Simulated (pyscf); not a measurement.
Elementary routes open to `[OH][BH][Cl]` + `[H][H]` in the gas phase (singlet surface):
A. `[BH2][Cl]` + `[OH2]` (B–O, H–H broken; B–H, H–O formed)
B. `[BH2][OH]` + `[ClH]` (B–Cl, H–H broken; B–H, Cl–H formed)

Single points on ωB97X-D3(BJ)/def2-SVP structures (PySCF, gas phase).

Q: Rank the routes by free-energy barrier at 298 K, lowest first, for ωB97M-D3(BJ)/def2-TZVP energies (ideal gas, 1 atm, RRHO with modes under 100 cm⁻¹ raised to 100, one conformer, R ln 2 for chiral ones without a mode under 150 cm⁻¹).

A: B (49.8 kcal/mol), A (54.3 kcal/mol)

Route B is the fastest of these, ahead of the next by 4.5 kcal/mol. The most stable products are those of B (ΔG = +19.5 kcal/mol), so kinetics and thermodynamics agree. At 1200 K B is still the fastest. A: On the product side the descent ends in an adduct with a B–O contact, 14.6 kcal/mol under the separated species and 27.5 kcal/mol under the saddle at ωB97X-D3(BJ)/def2-TZVP. Only these routes are compared; each barrier is that of the saddle found, and lower ones may exist.
